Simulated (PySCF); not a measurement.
**AlCl (aluminium monochloride) at PBE0/STO-6G**

Aim: a single-point energy of AlCl (aluminium monochloride). 

The calculation is run with PySCF 2.14.0.

15 further runs of the same task are left out: 4 that didn't finish, 11 set aside as unsound or not needed.

## Step 1: The system as given

The species is AlCl (2 atoms), meant as a singlet with charge 0. SMILES: `[Al][Cl]`. The Al1–Cl2 distance was set to 4.686 Å, away from the relaxed value.

## Step 2: The energy at PBE0/STO-6G

input.py reads:

```python
from pyscf import gto, dft

molecule = gto.Mole()
molecule.atom = '''
Al   0.000000   0.000000  -2.556087
Cl   0.000000   0.000000   2.130113
'''
molecule.max_memory = 1860
molecule.basis = 'sto-6g'
molecule.verbose = 3
molecule.build()

myscf = dft.RKS(molecule)
myscf.xc = 'pbe0'
myscf.grids.level = 5
myscf.conv_tol = 1e-10
myscf.kernel()
if not myscf.converged:
    myscf = myscf.newton().run(myscf.mo_coeff, myscf.mo_occ)

e_tot = myscf.e_tot
print('E(%s) = %.9f' % ('PBE0', e_tot))
```

Command:

```
OMP_NUM_THREADS=1 python input.py
```

The program printed:

```text
SCF not converged.
SCF energy = -699.648179497352

WARN: HOMO 0.08950533366249785 > LUMO -0.03519070350046163 was found in the canonicalized orbitals.

converged SCF energy = -699.673408760814
E(PBE0) = -699.673408761
```

It took 7.5 s on 1 thread of Arm Neoverse V2, shared host; peak memory 0.2 GiB.

## Step 3: Outcome

Level: PBE0/STO-6G.

| quantity | value |
| --- | --- |
| total energy | -699.67341 Eh |
| dipole moment | 22.11 D |

**Reading.** The run may have ended on a state above the lowest.
